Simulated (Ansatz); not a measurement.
A made-up structure of CH3Si2, doublet:

Si1  (0.762, -2.559, 1.094)
C2  (0.351, -1.037, 0.473)
Si3  (-0.153, 0.570, -0.232)
H4  (-1.379, 0.312, -1.039)
H5  (1.478, -3.747, 1.395)
H6  (-0.474, 1.568, 0.824)
(Å)

It is relaxed with PBE-D4/def2-SVP and then PBE0-D4/def2-TZVP (Ansatz 0.2.0). Atoms count as bonded within 1.22 times the sum of their covalent radii (H–H: 0.88 Å). The end point is not checked to be a true minimum.

Question: Does its bonding change? (A judgement: the text doesn't fix the answer.)

Answer: Computed: No: no bond forms or breaks.

Where it ends: The first stage lowers the energy by 0.81 eV in 11 steps. It ends as CH₃Si₂ ([SiH][C][SiH2]):
```tsv
atom	x (Å)	y (Å)	z (Å)
Si1	0.4648	-2.6355	1.3228
C2	0.2346	-1.1685	0.5598
Si3	-0.4391	0.2950	0.0321
H4	-1.2094	0.4365	-1.2251
H5	1.7323	-3.4151	1.1265
H6	-0.1984	1.5955	0.6990
```

Labels in which every atom is bracketed show which atoms are joined, not bond orders.

For scale, one of the runs: PBE0-D4/def2-TZVP relaxation, 123 basis functions, launched by `ansatz run in.yaml --threads 2 --pin off --events-out ev --progress --plain --max-ram 4352MiB`. The run took about 47 s on 2 CPU threads of an Intel Xeon Platinum 8175M (shared host).
